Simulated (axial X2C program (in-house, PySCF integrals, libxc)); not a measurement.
BC⁻: bond constants with and without spin–orbit coupling

Computed with an axial X2C code built on PySCF integrals. Spin-free means the one-electron spin-free X2C Hamiltonian; two-component (2c) means X2C with spin–orbit coupling and atomic mean-field two-electron Coulomb and Gaunt terms, so the difference of the two also holds small scalar two-electron terms. Basis: C dyall-av3z [8s7p3d2f], B dyall-av3z [8s7p3d2f] (cores contracted in-house); Gaussian nuclei, density fitting, unrestricted open shells. Masses: C 12.000 u, B 11.009 u.

The run was started with this input:
```json
{"zs": [6, 5], "q": -1, "bas": ["dyall-av3z", "dyall-av3z"], "levels": ["PBE0", "HF", "LDA"], "cc": true, "r0": 1.45, "thr": -2.0, "nmax": 90, "npts": 10, "nst": 2, "ntry": 6}
```
```bash
python so2c.py task.json out
```

Keys: zs atomic numbers; q charge; bas basis sets; levels methods; cc coupled cluster on or off; r0 starting distance in Å; thr threshold in hartree for freezing inner shells (an s shell follows its p shell); nmax most natural virtual spinors; npts points on the curve; nst determinants followed; ntry starts of the search. HF also brings MP2.

State, spin-free: M_S = 1, Λ = 1 (beyond evenly filled blocks: σα, π+α, π+β, π-α); electrons by block: σα: 5, σβ: 4, π+α: 1, π+β: 1, π-α: 1. Fragments: C- + B.

State, 2c: Ω = 2 (⟨Sz⟩ = 1.00, ⟨Lz⟩ = 1.00 at PBE0); electrons by block: 1/2: 6, -1/2: 5, 3/2: 1. Fragments: C- + B.

| Hamiltonian | level | Re (Å) | ωe (cm⁻¹) | ωexe (cm⁻¹) | Be (cm⁻¹) | De (eV) | D0 (eV) | k (mdyn/Å) | μ (D) |
| --- | --- | --- | --- | --- | --- | --- | --- | --- | --- |
| 2c | PBE0 | 1.426 | 1355.3 | 10.3 | 1.444 | 5.18 | 5.09 | 6.21 | 0.56 |
| 2c | HF | 1.398 | 1473.3 | 14.7 | 1.502 | 3.12 | 3.03 | 7.34 | 2.09 |
| 2c | CCSD | 1.425 | 1425.8 | n/a | 1.446 | 4.65 | 4.56 | 6.88 | n/a |
| 2c | CCSD(T) | 1.434 | 1403.6 | 12.1 | 1.427 | 4.92 | 4.84 | 6.66 | n/a |
| 2c | LDA | 1.425 | 1354.4 | 9.72 | 1.445 | 6.17 | 6.08 | 6.21 | 0.22 |

Spin-free values that have a 2c row agree with it to the digits that matter (0.001 Å, 0.01 eV) and are not repeated.

Correlated methods: 8 electrons correlated (number of frozen shells: C 1 s; B 1 s), 210 virtual spin orbitals or spinors in MP2, 90 natural virtuals in coupled cluster.

Dipoles are positive if B is the positive end and refer to the centre of mass.

One determinant describes the state; a PBE0 search over occupations chose it and may have missed a lower one. De is counted from the lowest determinant-based energies of the atoms at the same level, without counterpoise correction. Density functionals use the spin component along the axis (collinear). CCSD and (T) use frozen natural virtuals with an MP2 correction for the truncation; (T) itself is uncorrected, so its De runs slightly low. In 2c an atomic determinant is not the ground J level, so De misses part of the atomic spin–orbit lowering. This holds for PBE0, LDA. Other states lie close and PBE0, whose exact exchange favours high spin, may order them wrongly; the determinant shown need not be the ground state. The nearest other 2c determinant of the search, Ω = 1, lies 0.15 eV up at the distance of the search. The functionals have no current-density term, which raises determinants with orbital currents, atoms included. With several unpaired electrons one determinant need not be a pure state. Open-shell Ω = 0 determinants with evenly filled partner blocks cannot be reached by this program, so the Ω shown need not be the lowest component. The highest occupied level of some functionals is positive through self-interaction error; at Hartree–Fock it is bound. The determinant is spin-polarised beyond a pure state at some levels (its spin-free form has ⟨S²⟩ too high), which makes Re and μ there less reliable. The T1 diagnostic is large, a sign of multireference character. Hartree–Fock gets electron affinities wrong, so its lowest charge split need not be the true one.

No reliable constants came from MP2 (2c), MP2 (spin-free): no minimum in range, unconverged points, a curve that is not smooth, a change of character along it, or the two Hamiltonians disagreeing along it.

Rough cost a point (2c) on 1 thread(s) of a shared host, integrals apart: PBE0 0.3 s, HF 0.17 s, CCSD(T) 5 s, LDA 0.14 s.

The whole task took 99 s on 1 thread of Intel(R) Xeon(R) Processor @ 2.30GHz, on a shared host.
